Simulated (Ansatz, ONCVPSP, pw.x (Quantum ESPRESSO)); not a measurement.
# Ru (bcc): variants of one ONCV potential in the solid

* Element: ruthenium
* Generator: ONCVPSP 4.0.1.1 (patched build)
* Type: optimised norm-conserving Vanderbilt (ONCV)
* Functional: PBEsol
* Relativity: scalar-relativistic
* Frozen core: [Ar] 3d10
* Valence charge: 16
* Reference configuration: 4s2 4p6 4d7 5s1
* Partial waves: 4s+5s: rc 1.55 bohr, ncon 4, nbas 8, qcut 6.1 1/bohr, 2 projectors; 4p: rc 1.60 bohr, ncon 4, nbas 8, qcut 7.1 1/bohr, 2 projectors, debl 2.9 Ha; 4d: rc 1.55 bohr, ncon 5, nbas 10, qcut 9.7 1/bohr, local
* Local potential: the d channel
* Core correction: none

Crystal test: bcc Ru in pw.x 7.5, no spin, 15³ k-points, Fermi–Dirac smearing 0.01 Ry, cutoffs set for each file from its atomic test. The reference is all-electron LAPW (Ansatz 0.2.0) with the same functional, mesh and smearing; V0 and B0 come from Birch–Murnaghan fits to the pressures at five volumes. Errors are pseudo minus all-electron; Δ is the rms difference of the E(V) curves that follow from these fits, minima aligned, over ±6 % about the mean V0. Mesh and smearing are coarse, so the numbers serve the comparison and aren't converged zero-temperature values; the lattice is a test structure that the element need not adopt.

All-electron: a0 = 3.021 Å (V0 = 13.79 Å³/atom), B0 = 307.4 GPa.

Base: Atomic configuration tests: 1 of 4 tests not solved or not reliable.

1 further variants are left out: they gave no file fit for a test, a broken result, the same result as the base, or pressures whose basis-set error rivals the error shown.

| change | cutoffs (Ry) | pw.x | a0 (Å) | a0 error (%) | B0 error (%) | Δ (meV/atom) | mean pressure error (GPa) |
| --- | --- | --- | --- | --- | --- | --- | --- |
| base | 145/580 | converged | 3.024 | +0.09 | +0.0 | 2.4 | +0.82 |
| all radii scaled by about 1.20 (s 1.86, p 1.92, d 1.86 bohr) | 70/280 | converged | 3.024 | +0.09 | +0.2 | 2.6 | +0.88 |
| d: nproj 1; local potential polynomial inside 1.35 bohr (lpopt 2, dvloc0 6 Ha) | 145/580 | converged | 3.029 | +0.26 | -0.1 | 7.3 | +2.48 |
| p: rc 1.7 | 145/580 | converged | 3.024 | +0.09 | -0.0 | 2.5 | +0.84 |

Q: Give the row for: s: qcut 5.2; p: qcut 6; d: qcut 8.2.

A: pw.x: converged; mean pressure error (GPa): +0.97; a0 (Å): 3.024; a0 error (%): +0.10; B0 error (%): -0.1; Δ (meV/atom): 2.9.
